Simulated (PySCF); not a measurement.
Compound: C3H2N2.
Structure used (GFN2-xTB), in Å, numbered top down from 1:
```
atom  x, y, z in Å
N1     2.4055   -0.5223    0.1286
C2     1.3554   -0.0779    0.0299
C3     0.0478    0.4636   -0.1175
C4    -1.1273   -0.4001    0.0303
N5    -0.9306    0.3196    1.0263
H6    -0.0129    1.3718   -0.7097
H7    -1.7345   -1.1499   -0.4150
```

The closed-shell SCF was solved with PySCF and density fitting under several settings on one GFN2-xTB geometry (grid level 2 and gas phase unless stated).

```csv
settings,basis functions,SCF cycles,E (Eh),HOMO (eV),LUMO (eV),dipole (D)
PBE0/pcSseg-1,95,14,-224.6293,-8.50,-1.57,4.35
PBE0/def2-SVPD,116,14,-224.4965,-8.57,-1.69,4.34
```

Problem. Estimate the rows for these settings: (1) PBE0/ANO-RCC-VDZP; (2) PBE0/3-21G; (3) HCTH407/6-31G, IEF-PCM benzene.

Solution. 
| settings | basis functions | SCF cycles | E (Eh) | HOMO (eV) | LUMO (eV) | dipole (D) |
| --- | --- | --- | --- | --- | --- | --- |
| PBE0/ANO-RCC-VDZP | 80 | 14 | -224.7191 | -8.40 | -1.42 | 4.29 |
| PBE0/3-21G | 49 | 13 | -223.3809 | -8.18 | -1.18 | 4.09 |
| HCTH407/6-31G, IEF-PCM benzene | 49 | 15 | -224.7953 | -7.04 | -2.45 | 4.64 |

Problem. Over all rows, what range does the HOMO–LUMO gap span?

Solution. From 4.59 eV (HCTH407/6-31G, IEF-PCM benzene) to 7.00 eV (PBE0/3-21G). The functional of the narrowest has no exact exchange, that of the widest 25 % exact exchange.

Problem. Compare two rows with the functional PBE0: PBE0/3-21G and PBE0/def2-SVPD. Which energy is lower, and by how much?

Solution. PBE0/def2-SVPD (116 functions) lies 1.1156 Eh or 700 kcal/mol below PBE0/3-21G (49 functions).

Cycle counts include a coarse-grid stage where the run had one. ANO-RCC sets were contracted for a scalar-relativistic Hamiltonian, but ran non-relativistically here. Geometry: GFN2-xTB; no vibrations or thermal averaging.
